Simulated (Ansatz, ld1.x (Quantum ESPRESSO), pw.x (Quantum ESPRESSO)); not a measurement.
# pw.x on fcc Al: one setting changed

Potential: norm-conserving RRKJ (Kleinman–Bylander form), ld1.x (Quantum ESPRESSO) 7.5, PBE; core [Ne], reference 3s2 3p0.5; waves: 3p (bound): rc 2.15 bohr; 3d channel at 0.15 Ry: rc 1.95 bohr; 3s (bound): rc 2.05 bohr; local part: the s channel; core correction: Bessel-smoothed model core inside 1.25 bohr.

The reference run (k-mesh 14³, cutoffs 50/200 Ry, Fermi–Dirac 0.01 Ry, mixing_beta 0.4, conv_thr 1e-9, no spin) gives -1.03 GPa at 16.527 Å³/atom, where all-electron LAPW gives -0.17 GPa. This run, with its own iteration cap, changes k-mesh points per axis to 3.

```
&control
  calculation='scf', prefix='x', pseudo_dir='./', outdir='./tmp', tstress=.true., disk_io='none'
/
&system
  ibrav=0, nat=1, ntyp=1, ecutwfc=50, ecutrho=200, nbnd=8,
  occupations='smearing', smearing='fd', degauss=0.01
/
&electrons
  conv_thr=1e-09, mixing_beta=0.4, electron_maxstep=60
/
ATOMIC_SPECIES
Al 1.0 Al.UPF
CELL_PARAMETERS angstrom
  0.00000000 2.02172157 2.02172157
  2.02172157 0.00000000 2.02172157
  2.02172157 2.02172157 0.00000000
ATOMIC_POSITIONS crystal
Al 0.0000 0.0000 0.0000
K_POINTS automatic
3 3 3 0 0 0
```

```bash
pw.x < Al.scf.in > Al.scf.out
```

Task: How does the run end?

Result: It converges in 7 iterations; the free energy moves by +545.2 meV/atom and the pressure by -1.23 GPa.

```
Message from routine setup:
     using ibrav=0 with symmetry is DISCOURAGED, use correct ibrav instead
     lattice parameter (alat)  =       5.4030  a.u.
     unit-cell volume          =     111.5297 (a.u.)^3
     number of electrons       =         3.00
     number of Kohn-Sham states=            8
     kinetic-energy cutoff     =      50.0000  Ry
     charge density cutoff     =     200.0000  Ry
     scf convergence threshold =      1.0E-09
     Exchange-correlation= PBE
     number of k points=     4  Fermi-Dirac smearing, width (Ry)=  0.0100
     iteration #  1     ecut=    50.00 Ry     beta= 0.40
     total energy              =     -10.16760874 Ry
     estimated scf accuracy    <       0.01687313 Ry
     iteration #  2     ecut=    50.00 Ry     beta= 0.40
     total energy              =     -10.16575376 Ry
     estimated scf accuracy    <       0.00565171 Ry
     iteration #  3     ecut=    50.00 Ry     beta= 0.40
     total energy              =     -10.16591589 Ry
     estimated scf accuracy    <       0.00000723 Ry
     iteration #  4     ecut=    50.00 Ry     beta= 0.40
     total energy              =     -10.16591854 Ry
     estimated scf accuracy    <       0.00000099 Ry
     iteration #  5     ecut=    50.00 Ry     beta= 0.40
     total energy              =     -10.16591856 Ry
     estimated scf accuracy    <          5.8E-09 Ry
     iteration #  6     ecut=    50.00 Ry     beta= 0.40
     total energy              =     -10.16591856 Ry
     estimated scf accuracy    <          1.6E-09 Ry
     iteration #  7     ecut=    50.00 Ry     beta= 0.40
     the Fermi energy is     7.9862 ev
!    total energy              =     -10.16591856 Ry
     estimated scf accuracy    <          3.9E-12 Ry
     smearing contrib. (-TS)   =      -0.00389579 Ry
     The total energy is F=E-TS. E is the sum of the following terms:
     one-electron contribution =       2.98086500 Ry
     hartree contribution      =       0.01264541 Ry
     xc contribution           =      -7.75522454 Ry
     ewald contribution        =      -5.40030864 Ry
     convergence has been achieved in   7 iterations
          total   stress  (Ry/bohr**3)                   (kbar)     P=      -22.66
     Message from routine punch:
     Nothing written, as per user request (disk_io='none')
```

The run took about 1.4 s on one core of a shared host (Intel(R) Xeon(R) Platinum 8259CL CPU @ 2.50GHz, 96 threads, 755 GiB, load 81).
